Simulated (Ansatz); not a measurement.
Basis-set extrapolation for `N=CN=CF` (PBE0-D4/def2-TZVP geometry, frozen core, the Gaussian-basis code of Ansatz). Multiplicity 1, RHF reference.

```json
{"": "HF", "def2-TZVPP": "-285.899994", "def2-QZVPP": "-285.912458"}
{"": "MP2 correlation", "def2-TZVPP": "-0.955803", "def2-QZVPP": "-1.028041"}
{"": "CCSD(T) correlation", "def2-TZVPP": "-1.015046", "def2-QZVPP": "not run"}
```

Energies in hartree. Use E(X) = E(∞) + A·exp(−7.88·√X) for Hartree–Fock and E(X) = E(∞) + B·X^(−2.97) for correlation, with X = 3 and 4, and add CCSD(T) minus MP2 of the smaller set to the MP2 limit.

Problem. What is the CCSD(T) energy at the basis-set limit?

Solution. HF limit: -285.912458 + (-0.012464) × 0.13774 = -285.91417. MP2 limit: -1.028041 + (-0.072238) × 0.74074 = -1.08155. Higher-order term: -1.015046 − (-0.955803) = -0.05924. Total: -287.05496 hartree, 367.4 kJ/mol below CCSD(T)/def2-TZVPP.
